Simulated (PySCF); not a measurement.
Compound: C₃H₅N₃.
Atom-mapped SMILES: `[CH3:1][n:2]1[cH:3][n:4][n:5][cH:6]1` (hydrogens: H7, H8, H9 on C1; H10 on C3; H11 on C6)

Level of theory: core-valence-separated Tamm–Dancoff BHandHLYP/aug-pcX-1 (pcseg-1 on H) in PySCF, non-relativistic, gas phase, PBE0-D3(BJ)/def2-SVP geometry.

Computed carbon K-edge spectrum, Gaussian lines of 0.8 eV full width, highest printed point 100; it ends one width below the last computed root. Absolute energies from this functional tend to lie a few eV below measured edges; no shift was applied.

```json
{"photon energy (eV)": "283.4", "absorption": "0"}
{"photon energy (eV)": "283.5", "absorption": "1"}
{"photon energy (eV)": "283.6", "absorption": "3"}
{"photon energy (eV)": "283.7", "absorption": "6"}
{"photon energy (eV)": "283.8", "absorption": "11"}
{"photon energy (eV)": "283.9", "absorption": "19"}
{"photon energy (eV)": "284.0", "absorption": "31"}
{"photon energy (eV)": "284.1", "absorption": "47"}
{"photon energy (eV)": "284.2", "absorption": "65"}
{"photon energy (eV)": "284.3", "absorption": "82"}
{"photon energy (eV)": "284.4", "absorption": "94"}
{"photon energy (eV)": "284.5", "absorption": "100"}
{"photon energy (eV)": "284.6", "absorption": "97"}
{"photon energy (eV)": "284.7", "absorption": "87"}
{"photon energy (eV)": "284.8", "absorption": "71"}
{"photon energy (eV)": "284.9", "absorption": "53"}
{"photon energy (eV)": "285.0", "absorption": "36"}
{"photon energy (eV)": "285.1", "absorption": "23"}
{"photon energy (eV)": "285.2", "absorption": "13"}
{"photon energy (eV)": "285.3", "absorption": "7"}
{"photon energy (eV)": "285.4", "absorption": "3"}
{"photon energy (eV)": "285.5", "absorption": "2"}
{"photon energy (eV)": "285.6", "absorption": "1"}
{"photon energy (eV)": "285.7", "absorption": "0"}
{"photon energy (eV)": "285.8", "absorption": "0"}
{"photon energy (eV)": "285.9", "absorption": "0"}
{"photon energy (eV)": "286.0", "absorption": "1"}
{"photon energy (eV)": "286.1", "absorption": "2"}
{"photon energy (eV)": "286.2", "absorption": "3"}
{"photon energy (eV)": "286.3", "absorption": "5"}
{"photon energy (eV)": "286.4", "absorption": "8"}
{"photon energy (eV)": "286.5", "absorption": "13"}
{"photon energy (eV)": "286.6", "absorption": "19"}
{"photon energy (eV)": "286.7", "absorption": "28"}
{"photon energy (eV)": "286.8", "absorption": "38"}
{"photon energy (eV)": "286.9", "absorption": "50"}
{"photon energy (eV)": "287.0", "absorption": "63"}
{"photon energy (eV)": "287.1", "absorption": "74"}
{"photon energy (eV)": "287.2", "absorption": "83"}
{"photon energy (eV)": "287.3", "absorption": "87"}
{"photon energy (eV)": "287.4", "absorption": "86"}
{"photon energy (eV)": "287.5", "absorption": "80"}
{"photon energy (eV)": "287.6", "absorption": "70"}
{"photon energy (eV)": "287.7", "absorption": "59"}
{"photon energy (eV)": "287.8", "absorption": "46"}
{"photon energy (eV)": "287.9", "absorption": "36"}
{"photon energy (eV)": "288.0", "absorption": "27"}
```

Assign the maxima to core holes.

2 maxima:
- 284.5 eV: C3/C6 (aromatic CH next to a ring nitrogen), 284.52 eV, f = 0.130, sum of 2, 100 % of the height at the exact maximum
- 287.3 eV: C3/C6 (aromatic CH next to a ring nitrogen), 287.29 eV, f = 0.038, sum of 2, 34 % of the height at the exact maximum; C1 (N-methyl carbon), 287.42 eV, f = 0.038, 33 % of the height at the exact maximum; C1 (N-methyl carbon), 287.18 eV, f = 0.026, 21 % of the height at the exact maximum

Further lines of some strength in the range: C1, 286.79 eV, f = 0.014; C1, 287.73 eV, f = 0.020.

Roots within 0.03 eV on the same or equivalent atoms count as one line; shares under 12 % aren't listed.

Vibrational structure and lifetime widths aren't in the curve. The ionisation threshold wasn't computed; near and above it a finite basis only mimics Rydberg series and continuum.
